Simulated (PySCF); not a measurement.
A PySCF script (with the pyscf-properties extension) for the NMR shieldings of SMILES N#P, NP, on a PBE0-D3(BJ)/def2-TZVP geometry:

```python
import basis_set_exchange as bse
import numpy as np
from pyscf import gto, dft
from pyscf.prop import nmr

atoms = """
N    -0.674425   -0.288648    0.067425
P     0.691659    0.259763   -0.079607
"""
names = dict.fromkeys(["N", "P"], "pcSseg-2")
basis = {el: gto.basis.parse(bse.get_basis(n, elements=[el], fmt="nwchem")) for el, n in names.items()}
mol = gto.M(atom=atoms, basis=basis, charge=0, verbose=0)
mf = dft.RKS(mol, xc="HYB_GGA_XC_WB97X_D")
mf.grids.level = 2
mf.grids.alignment = dft.numint.BLKSIZE   # the property module wants whole blocks of grid points
mf.conv_tol = 1e-9
mf.kernel()

calc = nmr.RKS(mf)   # GIAO
C = mf.mo_coeff
Co = C[:, mf.mo_occ > 0]
resp = mf.gen_response(singlet=True, hermi=2)
def vind(x):   # induced exchange potential for any number of trial vectors
    d = np.einsum("pi,xij,qj->xpq", C, 2 * x.reshape(-1, C.shape[1], Co.shape[1]), Co, optimize=True)
    return np.einsum("xpq,pi,qj->xij", resp(d - d.transpose(0, 2, 1)), C, Co, optimize=True).ravel()
mo1, _ = nmr.rhf.solve_mo1(calc, with_cphf=vind)
sigma = calc.kernel(mo1)
for i, s in enumerate(sigma):   # ppm
    print("%2d %-2s %9.2f" % (i, mol.atom_pure_symbol(i), np.trace(s) / 3))
```

Question: What does it print?

Answer: 
```
 0 N    -428.83
 1 P     -55.40
```

These numbers come from an equivalent density-fitted implementation of the same equations, which agrees with the script to about 0.01 ppm for H and up to a few tenths of a ppm for heavy atoms, so last digits may differ.

Question: Turn these shieldings into chemical shifts. Shifts are taken against calculated references (same method and geometry level): 15N (σref 262.16) against NH3; H3PO4 for 31P (σref 307.14).

Answer: Averaging equivalent atoms: N 0: 691.0; P 1: 362.5 ppm. Experimental scales use liquid or dissolved standards, which lie at an offset from isolated NH3 (liquid NH3: subtract about 20 ppm) and H3PO4. Unscaled 15N shifts of sp2 nitrogen come out 20 to 40 ppm too high even then.

Size and cost of the density-fitted run: 79 basis functions, 1.1 s wall time on 1 thread of an Arm Neoverse V1, shared host; peak memory 0.31 GiB.
